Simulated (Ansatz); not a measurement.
# How far each method lies from full CI for C₂, singlet

Geometry: a PBE0/def2-TZVP stationary point for this spin.

```yaml
atoms:
  - { symbol: C, position_ang: [0.0000, 0.0000, 0.0000] }
  - { symbol: C, position_ang: [0.0000, 0.0000, 1.2462] }
```

Basis 6-31G; Ansatz 0.2.0. Only valence electrons are correlated (noble-gas cores frozen), which leaves 8 electrons in 16 orbitals. Prefix R: restricted or restricted open-shell reference; prefix U: unrestricted. Active spaces: valence = (8e, 8o) chosen from the atoms' valence shells.

Full CI is exact within this basis and frozen core; it isn't the basis-set limit. The frozen core follows each run's orbitals, which can shift R against U totals by a few meV.

Unrestricted rows (U) aren't spin-pure: their determinants' ⟨S²⟩ exceeds S(S+1) by up to 1.77, so they mix in states of higher spin. HF rows: UHF is the lowest solution found. Coupled cluster chose its determinant by a search with trial CCSD, here up to 0.49 eV above the lowest Hartree–Fock solution of its kind, and MP2 stands on that determinant too.

The determinant under CISD, CISDTQ fills its π shells in a way that full CI's natural occupations don't show, so these levels stand on another configuration than full CI's state and aren't compared.

- UHF ⟨S²⟩: 1.767
- T1 diagnostic (RCCSD): 0.0412
- largest doubles amplitude (RCCSD): 0.374

```csv
level,E − E(determinant under the R cluster runs) (eV)
UHF,-3.6241
RMP2,-7.2547
UMP2,-6.0581
RCCSD*,-7.3409
UCCSD*,-7.4171
RCCSD(T)*,-7.9587
UCCSD(T)*,-7.5755
```

Q: Estimate how far full CI in 6-31G lies from RCCSD(T). The table doesn't fix it; the size of (T) and the diagnostics are the guide.

A: Full CI in 6-31G lies 0.6 kJ/mol above RCCSD(T), which is 1 % of the (T) step (-59.6 kJ/mol). (T) overshoots here: it takes the energy past the reference.

The other levels:

```csv
level,E − E(full CI) (kJ/mol),share of correlation (%),wall time
BCCD(T)*,-2.8,100.37,0.51 s
RCCSDT*,4.6,99.40,–
UCCSDT*,20.0,97.39,–
RCCSDT(Q)*,-4.3,100.57,0.78 s
UCCSDT(Q)*,11.9,98.44,4.5 s
RCCSDTQ*,1.3,99.83,3.5 s
UCCSDTQ,4.2,99.45,29 s
CASSCF (valence space),107.0,86.05,–
NEVPT2 (valence space),29.8,96.12,1.4 s
MRCISD (valence space),2.7,99.65,–
MRCISD+Q (valence space),0.6,99.92,2 s
```

An asterisk marks runs whose energy the program itself flagged as in doubt.

The correlation energy at full CI, counted from the determinant under the R cluster runs, is -7.952 eV. That run took 10 s on 1 thread of Arm Neoverse V1, shared host over 414,864 determinants.

Run but not shown, since their state, orbitals or frozen core can't be matched to the reference's or they repeat it: RHF, CISD, CISDTQ.

Times hold each run's SCF and search for its determinant on a shared host, so for small cases they say little of a method's own cost; they ran on 1 thread of Arm Neoverse V1. Some runs computed forces too.

More than 5 meV below full CI, which no variational method can be: RCCSD(T), BCCD(T), RCCSDT(Q).

The full-CI state has the irrep Ag of D2h, in the program's axes (one component, if the state is degenerate).

Natural occupations of full CI about the gap: 1.977 1.869 1.869 1.568 0.421 0.125 0.125 0.015 0.007 0.007; effectively unpaired electrons, Σ n²(2−n)², 1.13. No single determinant describes this state well, so single-reference rows can miss without a flag.

Atomization energy (electronic, same basis, no zero-point term; atoms at the same level, unrestricted beside the R rows where the molecule is a closed shell, with restricted open-shell steps beyond CCSDT(Q)) at full CI: 552.4 kJ/mol. Errors of other levels:

| level | error (kJ/mol) |
| --- | --- |
| UHF | -220.9 |
| RMP2 | 6.6 |
| UMP2 | -108.9 |
| RCCSD* | -56.5 |
| UCCSD* | -49.1 |
| RCCSD(T)* | 1.4 |
| UCCSD(T)* | -35.6 |
| BCCD(T)* | 3.7 |
| RCCSDT* | -4.6 |
| UCCSDT* | -20.1 |
| RCCSDT(Q)* | 4.3 |
| UCCSDT(Q)* | -12.0 |
| RCCSDTQ* | -1.3 |
| UCCSDTQ | -4.2 |
| CASSCF (valence space) | -3.3 |
| NEVPT2 (valence space) | 9.5 |
| MRCISD (valence space) | -2.0 |
| MRCISD+Q (valence space) | -1.0 |

This basis is far from its limit, so the value isn't to be set against a measured one. Truncated CI isn't size-consistent, which counts against it in atomization.
